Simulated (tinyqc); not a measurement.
Worked calculation: CCSD on RHF in the sto-3g basis, frozen core, for H2O, spin multiplicity 1. One step of it, computed by the program tinyqc.

Task: CCSD: starting amplitudes. t_ij^ab = <ij||ab> / (e_i + e_j - e_a - e_b), whose energy is MP2.

orbital energies (hartree): MO1 -20.216638, MO2 -1.272361, MO3 -0.656533, MO4 -0.425946, MO5 -0.383159, MO6 0.610549, MO7 0.838442

Two-electron integrals over orbitals (pq|rs), unique and non-zero (hartree); the lowest 1 orbital is frozen and left out:
```
(22|22) 0.727138    (32|22) 0.012535    (32|32) 0.148784    (33|22) 0.647868
(33|32) -0.007585   (33|33) 0.641902    (42|22) 0.010087    (42|32) 0.001003
(42|33) 0.007182    (42|42) 0.124406    (43|22) 0.006290    (43|32) 0.018065
(43|33) 0.002159    (43|42) -0.007011   (43|43) 0.043682    (44|22) 0.688623
(44|32) -0.004633   (44|33) 0.610043    (44|42) -0.104121   (44|43) 0.011726
(44|44) 0.818172    (52|52) 0.144090    (53|52) -0.004496   (53|53) 0.029539
(54|52) -0.042956   (54|53) 0.002611    (54|54) 0.055714    (55|22) 0.747197
(55|32) -0.001920   (55|33) 0.634090    (55|42) -0.058636   (55|43) 0.009898
(55|44) 0.745305    (55|55) 0.880159    (62|22) 0.136686    (62|32) -0.011732
(62|33) 0.071229    (62|42) 0.021607    (62|43) 0.005940    (62|44) 0.100945
(62|55) 0.158253    (62|62) 0.098488    (63|22) -0.035409   (63|32) -0.047016
(63|33) -0.018144   (63|42) 0.011440    (63|43) -0.027377   (63|44) -0.032614
(63|55) -0.041015   (63|62) -0.020144   (63|63) 0.081259    (64|22) 0.087825
(64|32) 0.012928    (64|33) 0.037960    (64|42) -0.010219   (64|43) 0.002950
(64|44) 0.104023    (64|55) 0.098832    (64|62) 0.059314    (64|63) -0.023028
(64|64) 0.056324    (65|52) 0.062069    (65|53) -0.006678   (65|54) -0.003654
(65|65) 0.039803    (66|22) 0.602037    (66|32) -0.034085   (66|33) 0.573942
(66|42) 0.060754    (66|43) -0.015721   (66|44) 0.545355    (66|55) 0.581328
(66|62) 0.085142    (66|63) 0.013935    (66|64) 0.037080    (66|66) 0.599767
(72|22) -0.032939   (72|32) -0.037425   (72|33) -0.012669   (72|42) 0.001888
(72|43) 0.029455    (72|44) -0.027565   (72|55) -0.037000   (72|62) -0.010534
(72|63) -0.031320   (72|64) -0.015154   (72|66) -0.019259   (72|72) 0.063516
(73|22) -0.135751   (73|32) 0.013719    (73|33) -0.092935   (73|42) 0.065499
(73|43) -0.003860   (73|44) -0.168273   (73|55) -0.185103   (73|62) -0.076188
(73|63) 0.016420    (73|64) -0.060600   (73|66) -0.041142   (73|72) 0.023363
(73|73) 0.143259    (74|22) -0.004099   (74|32) 0.070470    (74|33) -0.009626
(74|42) -0.003013   (74|43) -0.008682   (74|44) -0.010898   (74|55) -0.009642
(74|62) -0.013373   (74|63) -0.038463   (74|64) 0.005084    (74|66) -0.024293
(74|72) -0.014673   (74|73) 0.014879    (74|74) 0.061028    (75|52) -0.013473
(75|53) -0.022942   (75|54) 0.001979    (75|65) -0.003144   (75|75) 0.025519
(76|22) -0.006175   (76|32) -0.100124   (76|33) 0.013082    (76|42) -0.012677
(76|43) -0.038667   (76|44) 0.014311    (76|55) 0.005899    (76|62) -0.001362
(76|63) 0.065305    (76|64) -0.012945   (76|66) 0.034978    (76|72) -0.007642
(76|73) -0.022044   (76|74) -0.049453   (76|76) 0.110354    (77|22) 0.633707
(77|32) 0.039766    (77|33) 0.615103    (77|42) -0.013395   (77|43) 0.017160
(77|44) 0.620664    (77|55) 0.634875    (77|62) 0.069820    (77|63) -0.046096
(77|64) 0.043333    (77|66) 0.552414    (77|72) -0.015646   (77|73) -0.094743
(77|74) 0.015992    (77|76) -0.030530   (77|77) 0.642144
```

Give: Starting amplitudes; correlation energy.

Result:

Starting amplitudes (spin orbitals 1a, 1b, ...; amplitudes related by a flip of all spins are not repeated; the 24 largest):
```
from      to        t
3a 3b  7a 7b  -0.0479
3a 3b  6a 6b  -0.0321
4a 4b  6a 6b  -0.0272
2a 2b  6a 6b  -0.0262
4a 4b  7a 7b  -0.0241
3a 4b  6b 7a  -0.0239
2a 3b  6a 7b   0.0226
2a 4b  6a 6b  -0.0203
5a 5b  6a 6b  -0.0200
3a 4b  6a 7b   0.0152
2a 2b  7a 7b  -0.0150
2a 3a  6a 7a   0.0133
5a 5b  7a 7b  -0.0104
3a 4b  6a 6b   0.0100
2a 3b  6b 7a  -0.0093
3a 4a  6a 7a  -0.0087
2a 3b  7a 7b  -0.0065
2a 3b  6a 6b   0.0064
3a 3b  6a 7b  -0.0059
3a 4b  7a 7b  -0.0054
2a 4b  6b 7a  -0.0048
2a 4b  7a 7b   0.0043
2a 4b  6a 7b   0.0042
2a 2b  6a 7b   0.0026
```

correlation energy = -0.030998 hartree
